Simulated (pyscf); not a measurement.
Thermochemistry of product channels of :N–F [triplet] + silylene (SiH₂) [triplet] on the triplet surface, in eV, from ωB97M-D3(BJ)/def2-TZVP energies (ideal gas, 1 atm, RRHO with modes under 100 cm⁻¹ raised to 100, one conformer, R ln 2 for rigid chiral ones). Single points on ωB97X-D3(BJ)/def2-SVP structures (PySCF, gas phase).

```json
[
 {"products": "[N=SiH–F]• + H atom (H•)", "ΔE": "-3.53", "ΔH(298 K)": "-3.57", "ΔG(298 K)": "-3.44", "ΔG(900 K)": "-3.23"},
 {"products": "F–N=Si: [triplet] + hydrogen (H₂)", "ΔE": "-1.30", "ΔH(298 K)": "-1.30", "ΔG(298 K)": "-1.22", "ΔG(900 K)": "-1.10"},
 {"products": "[N=SiH₂]• + F atom (F•)", "ΔE": "-1.14", "ΔH(298 K)": "-1.09", "ΔG(298 K)": "-0.98", "ΔG(900 K)": "-0.79"},
 {"products": "F–NH–SiH: [triplet]", "ΔE": "-3.03", "ΔH(298 K)": "-2.84", "ΔG(298 K)": "-2.41", "ΔG(900 K)": "-1.55"},
 {"products": "[HN=SiH]• + F atom (F•)", "ΔE": "-2.38", "ΔH(298 K)": "-2.27", "ΔG(298 K)": "-2.18", "ΔG(900 K)": "-2.03"}
]
```

These are energies of the channels, which say nothing of barriers. [N=SiH–F]• lies 1.35 eV over its isomer [HN=Si–F]•, and others may lie lower still (electronic energy, ωB97M-D3(BJ)). F–NH–SiH: [triplet] lies 6.81 eV over its isomer H₂N–Si:–F [singlet], and others may lie lower still (electronic energy, ωB97M-D3(BJ)). SiH₂ [triplet] is an excited spin state, 0.95 eV over the singlet at ωB97X-D3(BJ). F–N=Si: [triplet] is an excited spin state, 2.38 eV over the singlet at ωB97X-D3(BJ). Left out: orbital degeneracy and the spin-orbit lowering of F.
